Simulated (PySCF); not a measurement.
Breaking a bond: CH2O, SMILES C=O. The C1–H4 bond (C1 also carries H, O; H4 carries nothing else) is stretched with both fragments frozen at the PBE0/def2-TZVP optimised geometry.

Computed with: UHF/cc-pVDZ (PySCF); RHF/cc-pVDZ (PySCF); UKS-PBE = unrestricted PBE/cc-pVDZ in PySCF; RKS-PBE = restricted PBE/cc-pVDZ run with PySCF; UKS-r2SCAN = unrestricted r2SCAN/cc-pVDZ run with PySCF 2.14.0; RKS-r2SCAN = restricted r2SCAN/cc-pVDZ (PySCF); UKS-wB97X-V = unrestricted wB97X-V/cc-pVDZ run with PySCF 2.14.0; RKS-wB97X-V = restricted wB97X-V/cc-pVDZ (PySCF); UKS-B3LYP/6-31G* = unrestricted B3LYP/6-31G*, spherical d in PySCF; RKS-B3LYP/6-31G* = restricted B3LYP/6-31G*, spherical d in PySCF; UKS-B3LYP/LANL2DZ = unrestricted B3LYP/LANL2DZ (PySCF); RKS-B3LYP/LANL2DZ = restricted B3LYP/LANL2DZ run with PySCF; UKS-M06-2X/6-31G* = unrestricted M06-2X/6-31G*, spherical d run with PySCF; RKS-M06-2X/6-31G* = PySCF with restricted M06-2X/6-31G*, spherical d.

Scanned distances (Å): 0.89, 0.94, 1.00, 1.05, 1.07, 1.11, 1.14, 1.17, 1.23, 1.29, 1.38, 1.51, 1.65, 1.82, 1.99, 2.22, 2.43, 2.69, 3.02, 3.32, 3.90.

### Question
Where does the unrestricted solution first break spin symmetry (<S²> of 0.01 or more)?

### Answer
UHF: between 1.51 and 1.65 Å; UKS-PBE: between 2.22 and 2.43 Å; UKS-r2SCAN: between 1.99 and 2.22 Å; UKS-wB97X-V: between 1.82 and 1.99 Å; UKS-B3LYP/6-31G*: between 1.99 and 2.22 Å; UKS-B3LYP/LANL2DZ: between 1.82 and 1.99 Å; UKS-M06-2X/6-31G*: between 1.82 and 1.99 Å.

```json
[
 {"R / Å": "0.89", "<S²> UHF": "0.00", "E(RHF) − E(UHF) / kJ/mol": "0.0", "<S²> UKS-PBE": "0.00", "E(RKS-PBE) − E(UKS-PBE) / kJ/mol": "0.0", "<S²> UKS-r2SCAN": "0.00", "E(RKS-r2SCAN) − E(UKS-r2SCAN) / kJ/mol": "0.0", "<S²> UKS-wB97X-V": "0.00", "E(RKS-wB97X-V) − E(UKS-wB97X-V) / kJ/mol": "0.0", "<S²> UKS-B3LYP/6-31G*": "0.00", "E(RKS-B3LYP/6-31G*) − E(UKS-B3LYP/6-31G*) / kJ/mol": "0.0", "<S²> UKS-B3LYP/LANL2DZ": "0.00", "E(RKS-B3LYP/LANL2DZ) − E(UKS-B3LYP/LANL2DZ) / kJ/mol": "0.0", "<S²> UKS-M06-2X/6-31G*": "0.00", "E(RKS-M06-2X/6-31G*) − E(UKS-M06-2X/6-31G*) / kJ/mol": "0.0"},
 {"R / Å": "0.94", "<S²> UHF": "0.00", "E(RHF) − E(UHF) / kJ/mol": "0.0", "<S²> UKS-PBE": "0.00", "E(RKS-PBE) − E(UKS-PBE) / kJ/mol": "0.0", "<S²> UKS-r2SCAN": "0.00", "E(RKS-r2SCAN) − E(UKS-r2SCAN) / kJ/mol": "0.0", "<S²> UKS-wB97X-V": "0.00", "E(RKS-wB97X-V) − E(UKS-wB97X-V) / kJ/mol": "0.0", "<S²> UKS-B3LYP/6-31G*": "0.00", "E(RKS-B3LYP/6-31G*) − E(UKS-B3LYP/6-31G*) / kJ/mol": "0.0", "<S²> UKS-B3LYP/LANL2DZ": "0.00", "E(RKS-B3LYP/LANL2DZ) − E(UKS-B3LYP/LANL2DZ) / kJ/mol": "0.0", "<S²> UKS-M06-2X/6-31G*": "0.00", "E(RKS-M06-2X/6-31G*) − E(UKS-M06-2X/6-31G*) / kJ/mol": "0.0"},
 {"R / Å": "1.00", "<S²> UHF": "0.00", "E(RHF) − E(UHF) / kJ/mol": "0.0", "<S²> UKS-PBE": "0.00", "E(RKS-PBE) − E(UKS-PBE) / kJ/mol": "0.0", "<S²> UKS-r2SCAN": "0.00", "E(RKS-r2SCAN) − E(UKS-r2SCAN) / kJ/mol": "0.0", "<S²> UKS-wB97X-V": "0.00", "E(RKS-wB97X-V) − E(UKS-wB97X-V) / kJ/mol": "0.0", "<S²> UKS-B3LYP/6-31G*": "0.00", "E(RKS-B3LYP/6-31G*) − E(UKS-B3LYP/6-31G*) / kJ/mol": "0.0", "<S²> UKS-B3LYP/LANL2DZ": "0.00", "E(RKS-B3LYP/LANL2DZ) − E(UKS-B3LYP/LANL2DZ) / kJ/mol": "0.0", "<S²> UKS-M06-2X/6-31G*": "0.00", "E(RKS-M06-2X/6-31G*) − E(UKS-M06-2X/6-31G*) / kJ/mol": "0.0"},
 {"R / Å": "1.05", "<S²> UHF": "0.00", "E(RHF) − E(UHF) / kJ/mol": "0.0", "<S²> UKS-PBE": "0.00", "E(RKS-PBE) − E(UKS-PBE) / kJ/mol": "0.0", "<S²> UKS-r2SCAN": "0.00", "E(RKS-r2SCAN) − E(UKS-r2SCAN) / kJ/mol": "0.0", "<S²> UKS-wB97X-V": "0.00", "E(RKS-wB97X-V) − E(UKS-wB97X-V) / kJ/mol": "0.0", "<S²> UKS-B3LYP/6-31G*": "0.00", "E(RKS-B3LYP/6-31G*) − E(UKS-B3LYP/6-31G*) / kJ/mol": "0.0", "<S²> UKS-B3LYP/LANL2DZ": "0.00", "E(RKS-B3LYP/LANL2DZ) − E(UKS-B3LYP/LANL2DZ) / kJ/mol": "0.0", "<S²> UKS-M06-2X/6-31G*": "0.00", "E(RKS-M06-2X/6-31G*) − E(UKS-M06-2X/6-31G*) / kJ/mol": "0.0"},
 {"R / Å": "1.07", "<S²> UHF": "0.00", "E(RHF) − E(UHF) / kJ/mol": "0.0", "<S²> UKS-PBE": "0.00", "E(RKS-PBE) − E(UKS-PBE) / kJ/mol": "0.0", "<S²> UKS-r2SCAN": "0.00", "E(RKS-r2SCAN) − E(UKS-r2SCAN) / kJ/mol": "0.0", "<S²> UKS-wB97X-V": "0.00", "E(RKS-wB97X-V) − E(UKS-wB97X-V) / kJ/mol": "0.0", "<S²> UKS-B3LYP/6-31G*": "0.00", "E(RKS-B3LYP/6-31G*) − E(UKS-B3LYP/6-31G*) / kJ/mol": "0.0", "<S²> UKS-B3LYP/LANL2DZ": "0.00", "E(RKS-B3LYP/LANL2DZ) − E(UKS-B3LYP/LANL2DZ) / kJ/mol": "0.0", "<S²> UKS-M06-2X/6-31G*": "0.00", "E(RKS-M06-2X/6-31G*) − E(UKS-M06-2X/6-31G*) / kJ/mol": "0.0"},
 {"R / Å": "1.11", "<S²> UHF": "0.00", "E(RHF) − E(UHF) / kJ/mol": "0.0", "<S²> UKS-PBE": "0.00", "E(RKS-PBE) − E(UKS-PBE) / kJ/mol": "0.0", "<S²> UKS-r2SCAN": "0.00", "E(RKS-r2SCAN) − E(UKS-r2SCAN) / kJ/mol": "0.0", "<S²> UKS-wB97X-V": "0.00", "E(RKS-wB97X-V) − E(UKS-wB97X-V) / kJ/mol": "0.0", "<S²> UKS-B3LYP/6-31G*": "0.00", "E(RKS-B3LYP/6-31G*) − E(UKS-B3LYP/6-31G*) / kJ/mol": "0.0", "<S²> UKS-B3LYP/LANL2DZ": "0.00", "E(RKS-B3LYP/LANL2DZ) − E(UKS-B3LYP/LANL2DZ) / kJ/mol": "0.0", "<S²> UKS-M06-2X/6-31G*": "0.00", "E(RKS-M06-2X/6-31G*) − E(UKS-M06-2X/6-31G*) / kJ/mol": "0.0"},
 {"R / Å": "1.14", "<S²> UHF": "0.00", "E(RHF) − E(UHF) / kJ/mol": "0.0", "<S²> UKS-PBE": "0.00", "E(RKS-PBE) − E(UKS-PBE) / kJ/mol": "0.0", "<S²> UKS-r2SCAN": "0.00", "E(RKS-r2SCAN) − E(UKS-r2SCAN) / kJ/mol": "0.0", "<S²> UKS-wB97X-V": "0.00", "E(RKS-wB97X-V) − E(UKS-wB97X-V) / kJ/mol": "0.0", "<S²> UKS-B3LYP/6-31G*": "0.00", "E(RKS-B3LYP/6-31G*) − E(UKS-B3LYP/6-31G*) / kJ/mol": "0.0", "<S²> UKS-B3LYP/LANL2DZ": "0.00", "E(RKS-B3LYP/LANL2DZ) − E(UKS-B3LYP/LANL2DZ) / kJ/mol": "0.0", "<S²> UKS-M06-2X/6-31G*": "0.00", "E(RKS-M06-2X/6-31G*) − E(UKS-M06-2X/6-31G*) / kJ/mol": "0.0"},
 {"R / Å": "1.17", "<S²> UHF": "0.00", "E(RHF) − E(UHF) / kJ/mol": "0.0", "<S²> UKS-PBE": "0.00", "E(RKS-PBE) − E(UKS-PBE) / kJ/mol": "0.0", "<S²> UKS-r2SCAN": "0.00", "E(RKS-r2SCAN) − E(UKS-r2SCAN) / kJ/mol": "0.0", "<S²> UKS-wB97X-V": "0.00", "E(RKS-wB97X-V) − E(UKS-wB97X-V) / kJ/mol": "0.0", "<S²> UKS-B3LYP/6-31G*": "0.00", "E(RKS-B3LYP/6-31G*) − E(UKS-B3LYP/6-31G*) / kJ/mol": "0.0", "<S²> UKS-B3LYP/LANL2DZ": "0.00", "E(RKS-B3LYP/LANL2DZ) − E(UKS-B3LYP/LANL2DZ) / kJ/mol": "0.0", "<S²> UKS-M06-2X/6-31G*": "0.00", "E(RKS-M06-2X/6-31G*) − E(UKS-M06-2X/6-31G*) / kJ/mol": "0.0"},
 {"R / Å": "1.23", "<S²> UHF": "0.00", "E(RHF) − E(UHF) / kJ/mol": "0.0", "<S²> UKS-PBE": "0.00", "E(RKS-PBE) − E(UKS-PBE) / kJ/mol": "0.0", "<S²> UKS-r2SCAN": "0.00", "E(RKS-r2SCAN) − E(UKS-r2SCAN) / kJ/mol": "0.0", "<S²> UKS-wB97X-V": "0.00", "E(RKS-wB97X-V) − E(UKS-wB97X-V) / kJ/mol": "0.0", "<S²> UKS-B3LYP/6-31G*": "0.00", "E(RKS-B3LYP/6-31G*) − E(UKS-B3LYP/6-31G*) / kJ/mol": "0.0", "<S²> UKS-B3LYP/LANL2DZ": "0.00", "E(RKS-B3LYP/LANL2DZ) − E(UKS-B3LYP/LANL2DZ) / kJ/mol": "0.0", "<S²> UKS-M06-2X/6-31G*": "0.00", "E(RKS-M06-2X/6-31G*) − E(UKS-M06-2X/6-31G*) / kJ/mol": "0.0"},
 {"R / Å": "1.29", "<S²> UHF": "0.00", "E(RHF) − E(UHF) / kJ/mol": "0.0", "<S²> UKS-PBE": "0.00", "E(RKS-PBE) − E(UKS-PBE) / kJ/mol": "0.0", "<S²> UKS-r2SCAN": "0.00", "E(RKS-r2SCAN) − E(UKS-r2SCAN) / kJ/mol": "0.0", "<S²> UKS-wB97X-V": "0.00", "E(RKS-wB97X-V) − E(UKS-wB97X-V) / kJ/mol": "0.0", "<S²> UKS-B3LYP/6-31G*": "0.00", "E(RKS-B3LYP/6-31G*) − E(UKS-B3LYP/6-31G*) / kJ/mol": "0.0", "<S²> UKS-B3LYP/LANL2DZ": "0.00", "E(RKS-B3LYP/LANL2DZ) − E(UKS-B3LYP/LANL2DZ) / kJ/mol": "0.0", "<S²> UKS-M06-2X/6-31G*": "0.00", "E(RKS-M06-2X/6-31G*) − E(UKS-M06-2X/6-31G*) / kJ/mol": "0.0"},
 {"R / Å": "1.38", "<S²> UHF": "0.00", "E(RHF) − E(UHF) / kJ/mol": "0.0", "<S²> UKS-PBE": "0.00", "E(RKS-PBE) − E(UKS-PBE) / kJ/mol": "0.0", "<S²> UKS-r2SCAN": "0.00", "E(RKS-r2SCAN) − E(UKS-r2SCAN) / kJ/mol": "0.0", "<S²> UKS-wB97X-V": "0.00", "E(RKS-wB97X-V) − E(UKS-wB97X-V) / kJ/mol": "0.0", "<S²> UKS-B3LYP/6-31G*": "0.00", "E(RKS-B3LYP/6-31G*) − E(UKS-B3LYP/6-31G*) / kJ/mol": "0.0", "<S²> UKS-B3LYP/LANL2DZ": "0.00", "E(RKS-B3LYP/LANL2DZ) − E(UKS-B3LYP/LANL2DZ) / kJ/mol": "0.0", "<S²> UKS-M06-2X/6-31G*": "0.00", "E(RKS-M06-2X/6-31G*) − E(UKS-M06-2X/6-31G*) / kJ/mol": "0.0"},
 {"R / Å": "1.51", "<S²> UHF": "0.00", "E(RHF) − E(UHF) / kJ/mol": "0.0", "<S²> UKS-PBE": "0.00", "E(RKS-PBE) − E(UKS-PBE) / kJ/mol": "0.0", "<S²> UKS-r2SCAN": "0.00", "E(RKS-r2SCAN) − E(UKS-r2SCAN) / kJ/mol": "0.0", "<S²> UKS-wB97X-V": "0.00", "E(RKS-wB97X-V) − E(UKS-wB97X-V) / kJ/mol": "0.0", "<S²> UKS-B3LYP/6-31G*": "0.00", "E(RKS-B3LYP/6-31G*) − E(UKS-B3LYP/6-31G*) / kJ/mol": "0.0", "<S²> UKS-B3LYP/LANL2DZ": "0.00", "E(RKS-B3LYP/LANL2DZ) − E(UKS-B3LYP/LANL2DZ) / kJ/mol": "0.0", "<S²> UKS-M06-2X/6-31G*": "0.00", "E(RKS-M06-2X/6-31G*) − E(UKS-M06-2X/6-31G*) / kJ/mol": "0.0"},
 {"R / Å": "1.65", "<S²> UHF": "0.07", "E(RHF) − E(UHF) / kJ/mol": "0.4", "<S²> UKS-PBE": "0.00", "E(RKS-PBE) − E(UKS-PBE) / kJ/mol": "0.0", "<S²> UKS-r2SCAN": "0.00", "E(RKS-r2SCAN) − E(UKS-r2SCAN) / kJ/mol": "0.0", "<S²> UKS-wB97X-V": "0.00", "E(RKS-wB97X-V) − E(UKS-wB97X-V) / kJ/mol": "0.0", "<S²> UKS-B3LYP/6-31G*": "0.00", "E(RKS-B3LYP/6-31G*) − E(UKS-B3LYP/6-31G*) / kJ/mol": "0.0", "<S²> UKS-B3LYP/LANL2DZ": "0.00", "E(RKS-B3LYP/LANL2DZ) − E(UKS-B3LYP/LANL2DZ) / kJ/mol": "0.0", "<S²> UKS-M06-2X/6-31G*": "0.00", "E(RKS-M06-2X/6-31G*) − E(UKS-M06-2X/6-31G*) / kJ/mol": "0.0"},
 {"R / Å": "1.82", "<S²> UHF": "0.47", "E(RHF) − E(UHF) / kJ/mol": "23.9", "<S²> UKS-PBE": "0.00", "E(RKS-PBE) − E(UKS-PBE) / kJ/mol": "0.0", "<S²> UKS-r2SCAN": "0.00", "E(RKS-r2SCAN) − E(UKS-r2SCAN) / kJ/mol": "0.0", "<S²> UKS-wB97X-V": "0.00", "E(RKS-wB97X-V) − E(UKS-wB97X-V) / kJ/mol": "0.0", "<S²> UKS-B3LYP/6-31G*": "0.00", "E(RKS-B3LYP/6-31G*) − E(UKS-B3LYP/6-31G*) / kJ/mol": "0.0", "<S²> UKS-B3LYP/LANL2DZ": "0.00", "E(RKS-B3LYP/LANL2DZ) − E(UKS-B3LYP/LANL2DZ) / kJ/mol": "0.0", "<S²> UKS-M06-2X/6-31G*": "0.00", "E(RKS-M06-2X/6-31G*) − E(UKS-M06-2X/6-31G*) / kJ/mol": "0.0"},
 {"R / Å": "1.99", "<S²> UHF": "0.69", "E(RHF) − E(UHF) / kJ/mol": "67.3", "<S²> UKS-PBE": "0.00", "E(RKS-PBE) − E(UKS-PBE) / kJ/mol": "0.0", "<S²> UKS-r2SCAN": "0.00", "E(RKS-r2SCAN) − E(UKS-r2SCAN) / kJ/mol": "0.0", "<S²> UKS-wB97X-V": "0.16", "E(RKS-wB97X-V) − E(UKS-wB97X-V) / kJ/mol": "1.3", "<S²> UKS-B3LYP/6-31G*": "0.00", "E(RKS-B3LYP/6-31G*) − E(UKS-B3LYP/6-31G*) / kJ/mol": "0.0", "<S²> UKS-B3LYP/LANL2DZ": "0.03", "E(RKS-B3LYP/LANL2DZ) − E(UKS-B3LYP/LANL2DZ) / kJ/mol": "0.1", "<S²> UKS-M06-2X/6-31G*": "0.10", "E(RKS-M06-2X/6-31G*) − E(UKS-M06-2X/6-31G*) / kJ/mol": "0.6"},
 {"R / Å": "2.22", "<S²> UHF": "0.85", "E(RHF) − E(UHF) / kJ/mol": "135.0", "<S²> UKS-PBE": "0.00", "E(RKS-PBE) − E(UKS-PBE) / kJ/mol": "0.0", "<S²> UKS-r2SCAN": "0.46", "E(RKS-r2SCAN) − E(UKS-r2SCAN) / kJ/mol": "11.2", "<S²> UKS-wB97X-V": "0.58", "E(RKS-wB97X-V) − E(UKS-wB97X-V) / kJ/mol": "26.9", "<S²> UKS-B3LYP/6-31G*": "0.42", "E(RKS-B3LYP/6-31G*) − E(UKS-B3LYP/6-31G*) / kJ/mol": "11.5", "<S²> UKS-B3LYP/LANL2DZ": "0.44", "E(RKS-B3LYP/LANL2DZ) − E(UKS-B3LYP/LANL2DZ) / kJ/mol": "13.0", "<S²> UKS-M06-2X/6-31G*": "0.00", "E(RKS-M06-2X/6-31G*) − E(UKS-M06-2X/6-31G*) / kJ/mol": "0.0"},
 {"R / Å": "2.43", "<S²> UHF": "0.92", "E(RHF) − E(UHF) / kJ/mol": "195.5", "<S²> UKS-PBE": "0.46", "E(RKS-PBE) − E(UKS-PBE) / kJ/mol": "7.8", "<S²> UKS-r2SCAN": "0.66", "E(RKS-r2SCAN) − E(UKS-r2SCAN) / kJ/mol": "31.8", "<S²> UKS-wB97X-V": "0.78", "E(RKS-wB97X-V) − E(UKS-wB97X-V) / kJ/mol": "62.9", "<S²> UKS-B3LYP/6-31G*": "0.66", "E(RKS-B3LYP/6-31G*) − E(UKS-B3LYP/6-31G*) / kJ/mol": "33.5", "<S²> UKS-B3LYP/LANL2DZ": "0.68", "E(RKS-B3LYP/LANL2DZ) − E(UKS-B3LYP/LANL2DZ) / kJ/mol": "36.2", "<S²> UKS-M06-2X/6-31G*": "0.00", "E(RKS-M06-2X/6-31G*) − E(UKS-M06-2X/6-31G*) / kJ/mol": "0.0"},
 {"R / Å": "2.69", "<S²> UHF": "0.97", "E(RHF) − E(UHF) / kJ/mol": "263.1", "<S²> UKS-PBE": "0.75", "E(RKS-PBE) − E(UKS-PBE) / kJ/mol": "27.9", "<S²> UKS-r2SCAN": "0.80", "E(RKS-r2SCAN) − E(UKS-r2SCAN) / kJ/mol": "58.5", "<S²> UKS-wB97X-V": "0.90", "E(RKS-wB97X-V) − E(UKS-wB97X-V) / kJ/mol": "110.8", "<S²> UKS-B3LYP/6-31G*": "0.83", "E(RKS-B3LYP/6-31G*) − E(UKS-B3LYP/6-31G*) / kJ/mol": "64.8", "<S²> UKS-B3LYP/LANL2DZ": "0.85", "E(RKS-B3LYP/LANL2DZ) − E(UKS-B3LYP/LANL2DZ) / kJ/mol": "68.7", "<S²> UKS-M06-2X/6-31G*": "0.00", "E(RKS-M06-2X/6-31G*) − E(UKS-M06-2X/6-31G*) / kJ/mol": "0.0"},
 {"R / Å": "3.02", "<S²> UHF": "1.00", "E(RHF) − E(UHF) / kJ/mol": "335.6", "<S²> UKS-PBE": "0.92", "E(RKS-PBE) − E(UKS-PBE) / kJ/mol": "55.8", "<S²> UKS-r2SCAN": "0.91", "E(RKS-r2SCAN) − E(UKS-r2SCAN) / kJ/mol": "89.1", "<S²> UKS-wB97X-V": "0.97", "E(RKS-wB97X-V) − E(UKS-wB97X-V) / kJ/mol": "167.4", "<S²> UKS-B3LYP/6-31G*": "0.94", "E(RKS-B3LYP/6-31G*) − E(UKS-B3LYP/6-31G*) / kJ/mol": "102.2", "<S²> UKS-B3LYP/LANL2DZ": "0.94", "E(RKS-B3LYP/LANL2DZ) − E(UKS-B3LYP/LANL2DZ) / kJ/mol": "106.8", "<S²> UKS-M06-2X/6-31G*": "0.00", "E(RKS-M06-2X/6-31G*) − E(UKS-M06-2X/6-31G*) / kJ/mol": "0.0"},
 {"R / Å": "3.32", "<S²> UHF": "1.01", "E(RHF) − E(UHF) / kJ/mol": "389.4", "<S²> UKS-PBE": "0.97", "E(RKS-PBE) − E(UKS-PBE) / kJ/mol": "77.8", "<S²> UKS-r2SCAN": "0.96", "E(RKS-r2SCAN) − E(UKS-r2SCAN) / kJ/mol": "111.6", "<S²> UKS-wB97X-V": "0.99", "E(RKS-wB97X-V) − E(UKS-wB97X-V) / kJ/mol": "211.8", "<S²> UKS-B3LYP/6-31G*": "0.98", "E(RKS-B3LYP/6-31G*) − E(UKS-B3LYP/6-31G*) / kJ/mol": "130.7", "<S²> UKS-B3LYP/LANL2DZ": "0.98", "E(RKS-B3LYP/LANL2DZ) − E(UKS-B3LYP/LANL2DZ) / kJ/mol": "135.4", "<S²> UKS-M06-2X/6-31G*": "0.00", "E(RKS-M06-2X/6-31G*) − E(UKS-M06-2X/6-31G*) / kJ/mol": "0.0"},
 {"R / Å": "3.90", "<S²> UHF": "1.01", "E(RHF) − E(UHF) / kJ/mol": "466.5", "<S²> UKS-PBE": "1.00", "E(RKS-PBE) − E(UKS-PBE) / kJ/mol": "107.2", "<S²> UKS-r2SCAN": "1.00", "E(RKS-r2SCAN) − E(UKS-r2SCAN) / kJ/mol": "141.7", "<S²> UKS-wB97X-V": "1.00", "E(RKS-wB97X-V) − E(UKS-wB97X-V) / kJ/mol": "277.4", "<S²> UKS-B3LYP/6-31G*": "1.00", "E(RKS-B3LYP/6-31G*) − E(UKS-B3LYP/6-31G*) / kJ/mol": "169.4", "<S²> UKS-B3LYP/LANL2DZ": "1.00", "E(RKS-B3LYP/LANL2DZ) − E(UKS-B3LYP/LANL2DZ) / kJ/mol": "174.2", "<S²> UKS-M06-2X/6-31G*": "0.00", "E(RKS-M06-2X/6-31G*) − E(UKS-M06-2X/6-31G*) / kJ/mol": "0.0"}
]
```
